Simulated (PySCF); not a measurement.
# Energy of N (nitrogen, neutral) between two integer charges

The 2p alpha orbital of [He] 2s2 2p3 is emptied in steps (occupation f), with all orbitals relaxed, ending at [He] 2s2 2p2. Computed with PySCF 2.14 in def2-SVP (3s2p1d, 14 functions), with the non-relativistic Hamiltonian (point nucleus). The exact energy is a straight line in f; departures are measured from the line between the end points of the same method.

```tsv
f	UHF (eV)	LDA (eV)	PBE (eV)	PBE0 (eV)	r2SCAN (eV)	LC-wPBE (eV)	BHandHLYP (eV)	wB97X (eV)	B3LYP (eV)	M06-2X (eV)
1	0.000	0.000	0.000	0.000	0.000	0.000	0.000	0.000	0.000	0.000
0.8	0.236	-1.117	-1.086	-0.757	-0.979	-0.297	-0.434	-0.329	-0.827	-0.499
0.6	0.346	-1.684	-1.632	-1.135	-1.456	-0.444	-0.650	-0.487	-1.241	-0.761
0.4	0.337	-1.691	-1.633	-1.132	-1.442	-0.440	-0.648	-0.477	-1.239	-0.756
0.2	0.219	-1.132	-1.087	-0.752	-0.954	-0.288	-0.431	-0.307	-0.824	-0.488
0	0.000	0.000	0.000	0.000	0.000	0.000	0.000	0.000	0.000	0.000
```

**Question.** For UHF, how does the orbital energy at f = 1 compare with the removal energy?

**Answer.** −ε = 15.550 eV against a total-energy difference of 14.038 eV. By Janak's theorem ε = ∂E/∂f, so the gap between them reflects the curvature. Along the path −ε is 14.894 (f = 0.8), 14.283 (f = 0.6), 13.715 (f = 0.4), 13.188 (f = 0.2) eV.

```json
{"method": "UHF", "E(f=0) − E(f=1) (eV)": "14.038", "−ε at f=1 (eV)": "15.550", "−ε at f=0.4 (eV)": "13.715"}
{"method": "LDA", "E(f=0) − E(f=1) (eV)": "14.997", "−ε at f=1 (eV)": "8.050", "−ε at f=0.4 (eV)": "16.373"}
{"method": "PBE", "E(f=0) − E(f=1) (eV)": "14.716", "−ε at f=1 (eV)": "7.946", "−ε at f=0.4 (eV)": "16.081"}
{"method": "PBE0", "E(f=0) − E(f=1) (eV)": "14.745", "−ε at f=1 (eV)": "10.012", "−ε at f=0.4 (eV)": "15.707"}
{"method": "r2SCAN", "E(f=0) − E(f=1) (eV)": "14.869", "−ε at f=1 (eV)": "8.714", "−ε at f=0.4 (eV)": "16.139"}
{"method": "LC-wPBE", "E(f=0) − E(f=1) (eV)": "14.898", "−ε at f=1 (eV)": "13.040", "−ε at f=0.4 (eV)": "15.291"}
{"method": "BHandHLYP", "E(f=0) − E(f=1) (eV)": "14.509", "−ε at f=1 (eV)": "11.797", "−ε at f=0.4 (eV)": "15.057"}
{"method": "wB97X", "E(f=0) − E(f=1) (eV)": "14.618", "−ε at f=1 (eV)": "12.548", "−ε at f=0.4 (eV)": "15.081"}
{"method": "B3LYP", "E(f=0) − E(f=1) (eV)": "14.674", "−ε at f=1 (eV)": "9.507", "−ε at f=0.4 (eV)": "15.720"}
{"method": "M06-2X", "E(f=0) − E(f=1) (eV)": "14.614", "−ε at f=1 (eV)": "11.571", "−ε at f=0.4 (eV)": "15.322"}
```

Reference removal energy between the ground levels: 14.534 eV (measured; NIST Atomic Spectra Database, ionization energies). The calculation has no spin-orbit coupling. UHF lacks correlation.
